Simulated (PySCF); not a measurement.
Si2H6: core ionisation energies

Species: disilane, Si2H6.
Structure used (GFN2-xTB), in Å, numbered top down from 1:
```xyz
8
Si2H6 angstrom
Si    -1.1449    0.1169   -0.0210
Si     1.1485   -0.1132    0.0142
H     -1.7852   -0.7864   -0.9814
H     -1.5694    1.4719   -0.3840
H     -1.7570   -0.1664    1.2802
H      1.5659   -1.4717    0.3742
H      1.7895    0.7851    0.9796
H      1.7616    0.1732   -1.2864
```

Method used: delta-SCF UKS SCAN, pcX-2 on the ionised atom, pcseg-1 elsewhere, spin-free X2C in PySCF. These are vertical core ionisation energies against the vacuum level, from separate self-consistent calculations with and without the core hole.

Problem. Give the core binding energies atom by atom.

Solution. 
```tsv
atom(s)	environment	level	binding energy (eV)	2p1/2 (eV)	count
Si1/Si2	SiH3 silicon	Si 2p3/2	106.60	107.22	2
Si1/Si2	SiH3 silicon	Si 1s	1846.26	–	2
```

Problem. Give the binding energy of Si 1s of Si1/Si2 in hartree and in kJ/mol.

Solution. 1846.26 eV = 67.8488 Eh = 178137 kJ/mol.

Problem. Which photon energy gives electrons from Si 1s of Si1/Si2 a kinetic energy of 50 eV, and what is their de Broglie wavelength?

Solution. hν = 1846.26 + 50 = 1896.26 eV, recoil neglected; λ = 12.264 Å/√(E/eV) = 1.73 Å.

The first atom of each set that the bonding makes equivalent was ionised and stands for the set. The 2p values add to the ΔSCF energy of one spin-free hole a correction within the shell (spin–orbit coupling, ligand field). 2p1/2 minus 2p3/2 (ligand field included): Si 0.62 eV. Geometry: GFN2-xTB; no solvent, vibrations or thermal averaging.
